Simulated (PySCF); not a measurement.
Species: the chloromethyl radical, CH2Cl (doublet state).
Cartesian coordinates in Å at the PBE0-D3(BJ)/def2-SVP level; atoms count from 1:
```xyz
4
CH2Cl angstrom
C     -0.162    0.008   -0.008
Cl     1.532   -0.049   -0.018
H     -0.643    0.986    0.009
H     -0.707   -0.935   -0.029
```

Identity: the chloromethyl radical (`[CH2]Cl`).

The calculation used UKS B3LYP, IGLO-III on C Cl, pcH-1 on H, non-relativistic, mean-field spin-orbit, GIAO (PySCF 2.14.0). Isolated species at its PBE0-D3(BJ)/def2-SVP geometry, gas phase.

The Mulliken spin populations are largest on C1 (+0.97) and Cl2 (+0.12). No atom but C1 exceeds +0.15. The angles at C1 add up to 360.0°, so it is planar; its axial dipolar tensor and the negative couplings of its protons fit spin in a p orbital normal to that plane.

Task: Find Q in a(H) = Q·ρ(C) for the protons on the planar carbons that carry spin.

Result: 
| H | C | ρ(C) | a(H) (G) | a/ρ (G) |
| --- | --- | --- | --- | --- |
| H3 | C1 | +0.971 | -23.65 | -24.4 |
| H4 | C1 | +0.971 | -23.65 | -24.4 |

These protons share one ρ (within 0.01), so their mean ratio, Q = -24.4 G, is no test of linearity. In McConnell's picture π spin on carbon polarises the C–H bond and leaves opposite spin at the proton, which makes Q negative, as found here.

Couplings in gauss use g_iso = 2.0067.
